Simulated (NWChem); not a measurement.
# C3HN (cyanoacetylene): a chain of runs

We compute a geometry optimisation (B97-D/DGauss-TZVP), then vibrational wavenumbers (B97-D/DGauss-TZVP), then a single-point energy (MP2/DGauss-TZVP) of C3HN (cyanoacetylene). 

The results are computed with NWChem 7.3.0.

**1. Starting point**

C3HN has 5 atoms, charge 0, and is taken as a singlet. As SMILES, `C#CC#N`. The shape is that of a PBE0-D4/def2-TZVP optimisation. The run starts from this shape.

Bond lengths: C1–C2 1.201 Å, C2–C3 1.369 Å, C3–N4 1.154 Å, C1–H5 1.066 Å. Angles: C1–C2–C3 180.0°, C2–C3–N4 180.0°, C2–C1–H5 180.0°.

**2. A structure relaxation at B97-D/DGauss-TZVP (trust 0.2) (run 1)**

The input, c3hn.xyz:

```xyz
5
C3HN B97-D
C     -0.137800     1.253000     0.148800
C     -0.000300     0.068900     0.002100
C      0.157500    -1.280600    -0.165000
N      0.291100    -2.418400    -0.305600
H     -0.260600     2.303500     0.278300
```

The input, c3hn.nw:

```
start c3hn
title "C3HN B97-D"
memory total 2200 mb
charge 0

geometry
  load format xyz c3hn.xyz
end

basis spherical bse
  * library DGauss-TZVP
end

dft
  xc becke97-d
  grid medium
  print low
end

driver
  maxiter 50
  trust 0.2
end

task dft optimize
```

Launch:

```bash
nwchem c3hn.nw > c3hn.out
```

Log:

```text
Northwest Computational Chemistry Package (NWChem) 7.3.0
             --------------------------------------------------------

           Job information
           ---------------

    nwchem branch   = 7.3.0
    use scalapack   = T
    input           = c3hn.nw
    prefix          = c3hn.
    data base       = ./c3hn.db
    status          = startup
    nproc           =        1

           Memory information
           ------------------

    heap     =     72089596 doubles =      550.0 Mbytes
    stack    =     72089601 doubles =      550.0 Mbytes
    global   =    144179200 doubles =     1100.0 Mbytes (distinct from heap & stack)
    total    =    288358397 doubles =     2200.0 Mbytes
    verify   = yes
    hardfail = no

           Directory information
           ---------------------

  0 permanent = .
  0 scratch   = .

                                NWChem Input Module
                                -------------------

                                    C3HN B97-D
                                    ----------

 Scaling coordinates for geometry "geometry" by  1.889725989
 (inverse scale =  0.529177249)

 ORDER OF PRIMARY AXIS IS BEING SET TO 4
 C4V symmetry detected

          ------
          auto-z
          ------
  Looking for out-of-plane bends
  autoz: insufficient variables                     4                    9
     1 autoz failed with cvr_scaling = 1.2 changing to 1.3
  Looking for out-of-plane bends
  autoz: insufficient variables                     4                    9
     2 autoz failed with cvr_scaling = 1.3 changing to 1.4
  Looking for out-of-plane bends
  autoz: insufficient variables                     4                    9
     3 autoz failed with cvr_scaling = 1.4 changing to 1.5
  Looking for out-of-plane bends
  autoz: insufficient variables                     4                    9
     4 autoz failed with cvr_scaling = 1.5 changing to 1.6
  Looking for out-of-plane bends
  autoz: insufficient variables                     4                    9
     5 autoz failed with cvr_scaling = 1.6 changing to 1.7
  Looking for out-of-plane bends
  autoz: insufficient variables                     5                    9

 AUTOZ failed to generate good internal coordinates.
 Cartesian coordinates will be used in optimizations.

                             Geometry "geometry" -> ""
                             -------------------------

 Output coordinates in angstroms (scale by  1.889725989 to convert to a.u.)

  No.       Tag          Charge          X              Y              Z
 ---- ---------------- ---------- -------------- -------------- --------------
    1 C                    6.0000     0.00000000     0.00000000     1.83192224
    2 C                    6.0000     0.00000000     0.00000000     0.63087302
    3 C                    6.0000     0.00000000     0.00000000    -0.73805849
    4 N                    7.0000     0.00000000     0.00000000    -1.89227063
    5 H                    1.0000     0.00000000     0.00000000     2.89747378

      Atomic Mass
      -----------

      C                 12.000000
      N                 14.003070
      H                  1.007825

 Effective nuclear repulsion energy (a.u.)      77.2500295145

            Nuclear Dipole moment (a.u.)
            ----------------------------
        X                 Y               Z
 ---------------- ---------------- ----------------
     0.0000000000     0.0000000000     0.0000000000

      Symmetry information
      --------------------

 Group name             C4v
 Group number             18
 Group order               8
 No. of unique centers     5

      Symmetry unique atoms

     1    2    3    4    5

            XYZ format geometry
            -------------------
     5
 geometry
 C                     0.00000000     0.00000000     1.83192224
 C                     0.00000000     0.00000000     0.63087302
 C                     0.00000000     0.00000000    -0.73805849
 N                     0.00000000     0.00000000    -1.89227063
 H                     0.00000000     0.00000000     2.89747378

 ==============================================================================
                                internuclear distances
 ------------------------------------------------------------------------------
       center one      |      center two      | atomic units |  angstroms
 ------------------------------------------------------------------------------
    2 C                |   1 C                |     2.26965  |     1.20105
    3 C                |   2 C                |     2.58691  |     1.36893
    4 N                |   3 C                |     2.18114  |     1.15421
    5 H                |   1 C                |     2.01360  |     1.06555
 ------------------------------------------------------------------------------
                         number of included internuclear distances:          4
 ==============================================================================

[... 73 lines left out ...]
            Nuclear Dipole moment (a.u.)
[... 49 lines left out ...]
   convergence    iter        energy       DeltaE   RMS-Dens  Diis-err    time
[... 14 lines left out ...]
         Total DFT energy =     -169.498714063680
      One electron energy =     -380.220044766209
           Coulomb energy =      156.754917052737
    Exchange-Corr. energy =      -23.282402465318
 Nuclear repulsion energy =       77.250029514476
[... 28 lines left out ...]
@ ---- ---------------- -------- -------- -------- -------- -------- --------
@    0    -169.49871406  0.0D+00  0.03819  0.01666  0.00000  0.00000      3.3
[... 14 lines left out ...]
   convergence    iter        energy       DeltaE   RMS-Dens  Diis-err    time
[... 9 lines left out ...]
         Total DFT energy =     -169.499418158819
      One electron energy =     -378.595001401328
           Coulomb energy =      155.907226311500
    Exchange-Corr. energy =      -23.239875290919
 Nuclear repulsion energy =       76.429483521668
[... 19 lines left out ...]
     step= 1.00 grad=-2.9D-03 hess= 2.2D-03 energy=   -169.499418 mode=downhill
 new step= 0.66                   predicted energy=   -169.499679
[... 27 lines left out ...]
            Nuclear Dipole moment (a.u.)
[... 30 lines left out ...]
   convergence    iter        energy       DeltaE   RMS-Dens  Diis-err    time
[... 9 lines left out ...]
         Total DFT energy =     -169.499660685823
      One electron energy =     -379.144315811364
           Coulomb energy =      156.193534576311
    Exchange-Corr. energy =      -23.254128084386
 Nuclear repulsion energy =       76.706486531785
[... 29 lines left out ...]
@    1    -169.49966069 -9.5D-04  0.00477  0.00183  0.01047  0.03243      7.2
[... 14 lines left out ...]
   convergence    iter        energy       DeltaE   RMS-Dens  Diis-err    time
[... 7 lines left out ...]
         Total DFT energy =     -169.499683704818
      One electron energy =     -379.026623475485
           Coulomb energy =      156.132429021332
    Exchange-Corr. energy =      -23.251144138700
 Nuclear repulsion energy =       76.646902252498
[... 19 lines left out ...]
     step= 1.00 grad=-5.4D-05 hess= 3.1D-05 energy=   -169.499684 mode=downhill
 new step= 0.87                   predicted energy=   -169.499684
[... 27 lines left out ...]
            Nuclear Dipole moment (a.u.)
[... 30 lines left out ...]
   convergence    iter        energy       DeltaE   RMS-Dens  Diis-err    time
[... 5 lines left out ...]
         Total DFT energy =     -169.499684020394
      One electron energy =     -379.043529427049
           Coulomb energy =      156.141965307970
    Exchange-Corr. energy =      -23.251627034688
 Nuclear repulsion energy =       76.654753237526
[... 29 lines left out ...]
@    2    -169.49968402 -2.3D-05  0.00166  0.00060  0.00239  0.00655      9.8
[... 14 lines left out ...]
   convergence    iter        energy       DeltaE   RMS-Dens  Diis-err    time
[... 6 lines left out ...]
         Total DFT energy =     -169.499686149465
      One electron energy =     -379.003191668717
           Coulomb energy =      156.120821570388
    Exchange-Corr. energy =      -23.250647651996
 Nuclear repulsion energy =       76.634579884536
[... 19 lines left out ...]
     step= 1.00 grad=-3.9D-06 hess= 1.8D-06 energy=   -169.499686 mode=accept
 new step= 1.00                   predicted energy=   -169.499686
[... 27 lines left out ...]
            Nuclear Dipole moment (a.u.)
[... 22 lines left out ...]
  The DFT is already converged
[... 1 line left out ...]
         Total DFT energy =   -169.499686149465
[... 12 lines left out ...]
@    3    -169.49968615 -2.1D-06  0.00026  0.00010  0.00074  0.00202     11.5
[... 15 lines left out ...]
   convergence    iter        energy       DeltaE   RMS-Dens  Diis-err    time
 ---------------- ----- ----------------- --------- --------- ---------  ------
 d= 0,ls=0.0,diis     1   -169.4996862193 -2.46D+02  1.30D-05  3.25D-07    11.7
 d= 0,ls=0.0,diis     2   -169.4996858147  4.05D-07  1.04D-05  3.28D-06    11.9
 d= 0,ls=0.0,diis     3   -169.4996862571 -4.42D-07  1.44D-06  5.12D-08    12.1

         Total DFT energy =     -169.499686257094
      One electron energy =     -378.998347728272
           Coulomb energy =      156.118209395494
    Exchange-Corr. energy =      -23.250555436056
 Nuclear repulsion energy =       76.632255942778

    Dispersion correction =       -0.001248431038

 Numeric. integr. density =       26.000000081900

     Total iterative time =      0.7s

                  Occupations of the irreducible representations
                  ----------------------------------------------

                     irrep           alpha         beta
                     --------     --------     --------
                     a1                9.0          9.0
                     a2                0.0          0.0
                     b1                0.0          0.0
                     b2                0.0          0.0
                     e                 4.0          4.0

 Line search:
     step= 1.00 grad=-1.0D-07 hess=-4.2D-09 energy=   -169.499686 mode=accept
 new step= 1.00                   predicted energy=   -169.499686

          --------
          Step   4
          --------

                         Geometry "geometry" -> "geometry"
                         ---------------------------------

 Output coordinates in angstroms (scale by  1.889725989 to convert to a.u.)

  No.       Tag          Charge          X              Y              Z
 ---- ---------------- ---------- -------------- -------------- --------------
    1 C                    6.0000     0.00000000     0.00000000     1.84262794
    2 C                    6.0000     0.00000000     0.00000000     0.62764979
    3 C                    6.0000     0.00000000     0.00000000    -0.73956101
    4 N                    7.0000     0.00000000     0.00000000    -1.91142359
    5 H                    1.0000     0.00000000     0.00000000     2.91064679

      Atomic Mass
      -----------

      C                 12.000000
      N                 14.003070
      H                  1.007825

 Effective nuclear repulsion energy (a.u.)      76.6322559428

            Nuclear Dipole moment (a.u.)
            ----------------------------
        X                 Y               Z
 ---------------- ---------------- ----------------
     0.0000000000     0.0000000000    -0.1606607841

      Symmetry information
      --------------------

 Group name             C4v
 Group number             18
 Group order               8
 No. of unique centers     5

      Symmetry unique atoms

     1    2    3    4    5

                                 NWChem DFT Module
                                 -----------------

                                    C3HN B97-D

  The DFT is already converged

         Total DFT energy =   -169.499686257094

                         DFT ENERGY GRADIENTS

    atom               coordinates                        gradient
                 x          y          z           x          y          z
   1 C       0.000000   0.000000   3.482062    0.000000   0.000000  -0.000023
   2 C       0.000000   0.000000   1.186086    0.000000   0.000000  -0.000039
   3 C       0.000000   0.000000  -1.397568    0.000000   0.000000  -0.000030
   4 N       0.000000   0.000000  -3.612067    0.000000   0.000000   0.000050
   5 H       0.000000   0.000000   5.500325    0.000000   0.000000   0.000042

  ---- ---------------- -------- -------- -------- -------- -------- --------
@    4    -169.49968626 -1.1D-07  0.00005  0.00002  0.00009  0.00021     12.9
                                     ok       ok       ok       ok

      ----------------------
      Optimization converged
      ----------------------

  ---- ---------------- -------- -------- -------- -------- -------- --------
@    4    -169.49968626 -1.1D-07  0.00005  0.00002  0.00009  0.00021     12.9
                                     ok       ok       ok       ok

                         Geometry "geometry" -> "geometry"
                         ---------------------------------

 Output coordinates in angstroms (scale by  1.889725989 to convert to a.u.)

  No.       Tag          Charge          X              Y              Z
 ---- ---------------- ---------- -------------- -------------- --------------
    1 C                    6.0000     0.00000000     0.00000000     1.84262794
    2 C                    6.0000     0.00000000     0.00000000     0.62764979
    3 C                    6.0000     0.00000000     0.00000000    -0.73956101
    4 N                    7.0000     0.00000000     0.00000000    -1.91142359
    5 H                    1.0000     0.00000000     0.00000000     2.91064679

      Atomic Mass
      -----------

      C                 12.000000
      N                 14.003070
      H                  1.007825

 Effective nuclear repulsion energy (a.u.)      76.6322559428

            Nuclear Dipole moment (a.u.)
            ----------------------------
        X                 Y               Z
 ---------------- ---------------- ----------------
     0.0000000000     0.0000000000    -0.1606607841

      Symmetry information
      --------------------

 Group name             C4v
 Group number             18
 Group order               8
 No. of unique centers     5

      Symmetry unique atoms

     1    2    3    4    5

 ==============================================================================
                                internuclear distances
 ------------------------------------------------------------------------------
       center one      |      center two      | atomic units |  angstroms
 ------------------------------------------------------------------------------
    2 C                |   1 C                |     2.29598  |     1.21498
    3 C                |   2 C                |     2.58365  |     1.36721
    4 N                |   3 C                |     2.21450  |     1.17186
    5 H                |   1 C                |     2.01826  |     1.06802
 ------------------------------------------------------------------------------
                         number of included internuclear distances:          4
 ==============================================================================

 ==============================================================================
                                 internuclear angles
 ------------------------------------------------------------------------------
        center 1       |       center 2       |       center 3       |  degrees
 ------------------------------------------------------------------------------
    2 C                |   1 C                |   5 H                |   180.00
    1 C                |   2 C                |   3 C                |   180.00
    2 C                |   3 C                |   4 N                |   180.00
 ------------------------------------------------------------------------------
                            number of included internuclear angles:          3
 ==============================================================================

 Task  times  cpu:       12.9s     wall:       12.9s
 Total times  cpu:       12.9s     wall:       12.9s
```

It took 14 s on 1 thread of AMD EPYC 9R45 (Zen 5), shared host; peak memory 0.11 GiB.

Steps, from the record of the run:

| step | energy from the first frame kept (eV) |
| --- | --- |
| 0 | 0.0000 |
| 1 | -0.0258 |
| 2 | -0.0264 |
| 3 | -0.0265 |
| 4 | -0.0265 |

After the run. Bond lengths: C1–C2 1.215 Å, C2–C3 1.367 Å, C3–N4 1.172 Å, C1–H5 1.068 Å. Angles: C1–C2–C3 180.0°, C2–C3–N4 180.0°, C2–C1–H5 180.0°.

**3. Vibrational wavenumbers at B97-D/DGauss-TZVP (run 2)**

The input, c3hn2.nw:

```
restart c3hn
memory stack 880 mb heap 220 mb global 1100 mb
charge 0
dft
  xc becke97-d
  grid medium
  print low
end
task dft frequencies
```

Launch:

```bash
nwchem c3hn2.nw > c3hn2.out
```

Log (excerpt; [...] marks lines left out):

```text
[...]
 d= 0,ls=0.0,diis     1   -169.4996825259 -2.46D+02  2.91D-06  3.01D-08     0.5
 d= 0,ls=0.0,diis     2   -169.4996825178  8.19D-09  2.10D-06  8.00D-08     0.9
         Total DFT energy =     -169.499682517756
      One electron energy =     -378.998644702484
           Coulomb energy =      156.118521816451
    Exchange-Corr. energy =      -23.250567143463
 Nuclear repulsion energy =       76.632255942778
    Dispersion correction =       -0.001248431038
[...]
 Normal Eigenvalue ||           Projected Infra Red Intensities
  Mode   [cm**-1]  || [atomic units] [(debye/angs)**2] [(KM/mol)] [arbitrary]
 ------ ---------- || -------------- ----------------- ---------- -----------
    1       -0.000 ||    0.000000           0.000         0.000       0.000
    2       -0.000 ||    0.005726           0.132         5.582       3.981
    3       -0.000 ||    0.000015           0.000         0.015       0.011
    4       -0.000 ||    0.000015           0.000         0.015       0.011
    5        0.000 ||    0.005726           0.132         5.582       3.981
    6      232.676 ||    0.000235           0.005         0.229       0.164
    7      232.676 ||    0.000235           0.005         0.229       0.164
    8      534.829 ||    0.002109           0.049         2.056       1.467
    9      534.829 ||    0.002109           0.049         2.056       1.467
   10      649.706 ||    0.047618           1.099        46.421      33.112
   11      649.706 ||    0.047618           1.099        46.421      33.112
   12      889.832 ||    0.000010           0.000         0.010       0.007
   13     2098.766 ||    0.000078           0.002         0.076       0.054
   14     2282.930 ||    0.019040           0.439        18.562      13.240
[...]
```

It took 24 s on 1 thread of AMD EPYC 9R45 (Zen 5), shared host; peak memory 0.16 GiB.

**4. A single-point energy at MP2/DGauss-TZVP (run 3)**

The input, c3hn.nw:

```
start c3hn
memory total 2200 mb

geometry
  C     0.000000    0.000000    1.842628
  C     0.000000    0.000000    0.627650
  C     0.000000    0.000000   -0.739561
  N     0.000000    0.000000   -1.911424
  H     0.000000    0.000000    2.910647
end

basis spherical bse
  * library DGauss-TZVP
end

mp2
  freeze core 4
end

task mp2 energy
```

Launch:

```bash
nwchem c3hn.nw > c3hn.out
```

Log (excerpt; [...] marks lines left out):

```text
[...]
 Group name             C4v
[...]
  functions       =    78
[...]
  wavefunction    = RHF
[...]
         Total SCF energy =   -168.575735766162
      One-electron energy =   -378.199839259291
      Two-electron energy =    132.991858123305
 Nuclear repulsion energy =     76.632245369825
        Time for solution =      3.3s
[...]
          Total MP2 energy          -169.128538488251
[...]
```

Wall time 4.8 s (1 thread of AMD EPYC 9R45 (Zen 5), shared host); peak memory 0.17 GiB.

**5. Outcome**

```
                                                                           quantity             value
                                  run 1, B97-D/DGauss-TZVP: total energy at the end     -169.49969 Eh
                                        run 1, B97-D/DGauss-TZVP: dispersion energy      -3.28 kJ/mol
                                             run 2, B97-D/DGauss-TZVP: total energy     -169.49968 Eh
                               run 2, B97-D/DGauss-TZVP: lowest harmonic wavenumber          233 cm⁻¹
                              run 2, B97-D/DGauss-TZVP: highest harmonic wavenumber         3420 cm⁻¹
                                        run 2, B97-D/DGauss-TZVP: zero-point energy       68.9 kJ/mol
run 2, B97-D/DGauss-TZVP: ideal-gas entropy at 298.15 K (symmetry number 1 as used)  59.8 cal/(mol K)
                                               run 3, MP2/DGauss-TZVP: total energy     -169.12854 Eh
                        run 3, MP2/DGauss-TZVP: HOMO energy (Hartree–Fock orbitals)         -11.60 eV
                        run 3, MP2/DGauss-TZVP: LUMO energy (Hartree–Fock orbitals)           1.99 eV
                      run 3, MP2/DGauss-TZVP: HOMO–LUMO gap (Hartree–Fock orbitals)          13.58 eV
                run 3, MP2/DGauss-TZVP: correlation energy (4 core orbitals frozen)        -552.8 mEh
```

In words: The optimisation (run 1, B97-D/DGauss-TZVP) took 5 steps and changed the energy by -0.026 eV. All 10 modes (run 2, B97-D/DGauss-TZVP) are real, so the shape is a minimum at this level. Mulliken charges (run 3, MP2/DGauss-TZVP) run from -0.28 on N4 to +0.23 on C3.
